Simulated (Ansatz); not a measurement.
Basis-set extrapolation for C4H4N2, SMILES `c1cnccn1` (PBE0-D4/def2-TZVP geometry, frozen core, Ansatz). Multiplicity 1, RHF reference.

```csv
,def2-TZVPP,def2-QZVPP
HF,-262.778706,-262.789771
MP2 correlation,-1.014220,-1.081412
CCSD(T) correlation,-1.081235,not run
```

Energies in hartree. Use E(X) = E(∞) + A·exp(−7.88·√X) for Hartree–Fock and E(X) = E(∞) + B·X^(−2.97) for correlation, with X = 3 and 4, and add CCSD(T) minus MP2 of the smaller set to the MP2 limit.

Question: What is the CCSD(T) energy at the basis-set limit?

Answer: HF limit: -262.789771 + (-0.011065) × 0.13774 = -262.79130. MP2 limit: -1.081412 + (-0.067192) × 0.74074 = -1.13118. Higher-order term: -1.081235 − (-1.014220) = -0.06702. Total: -263.98950 hartree, 340.2 kJ/mol below CCSD(T)/def2-TZVPP.
